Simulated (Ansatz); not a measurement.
```yaml
crystal:
  periodic: [false, false, false]
  atoms:
    - {symbol: C, position_ang: [1.229403, 1.671735, 1.889442]}
    - {symbol: C, position_ang: [0.884236, 0.595760, 1.484219]}
    - {symbol: C, position_ang: [0.468403, -0.698293, 0.968288]}
    - {symbol: C, position_ang: [0.191201, -0.687216, -0.535951]}
    - {symbol: C, position_ang: [-0.965933, 0.217253, -0.912652]}
    - {symbol: O, position_ang: [-1.193041, 0.261302, -2.304227]}
    - {symbol: H, position_ang: [1.536111, 2.622819, 2.255188]}
    - {symbol: H, position_ang: [-0.427858, -1.025108, 1.508366]}
    - {symbol: H, position_ang: [1.246513, -1.434411, 1.192459]}
    - {symbol: H, position_ang: [-0.028983, -1.713596, -0.852417]}
    - {symbol: Xx, position_ang: [1.085173, -0.365645, -1.076815]}
    - {symbol: H, position_ang: [-1.873049, -0.094133, -0.372877]}
    - {symbol: H, position_ang: [-0.747811, 1.243532, -0.610192]}
    - {symbol: H, position_ang: [-1.417166, -0.623300, -2.603933]}
basis:
  gaussian: {orbitals: def2-mTZVP}
total_charge: -1
magnetization: {spin_polarized: true, initial_magnetization: 1}
hamiltonian: {xc: {name: r2SCAN0}, dispersion: d3bj}
output: {forces: true}
```

```sh
$ ansatz run in.yaml --threads 4 --pin off --events-out ev --progress --plain --max-ram 10444MiB
```

It prints (some lines left out):

```
Error: YAML parse error: error: line 14 column 16: `Xx` is not an element symbol (H … Og, case-exact)
12 |     - {symbol: H, position_ang: [1.246513, -1.434411, 1.192459]}
13 |     - {symbol: H, position_ang: [-0.028983, -1.713596, -0.852417]}
14 |     - {symbol: Xx, position_ang: [1.085173, -0.365645, -1.076815]}
15 |     - {symbol: H, position_ang: [-1.873049, -0.094133, -0.372877]}
16 |     - {symbol: H, position_ang: [-0.747811, 1.243532, -0.610192]}
```

Something in this input is off. What?

An element symbol is wrong. The program refused the input.
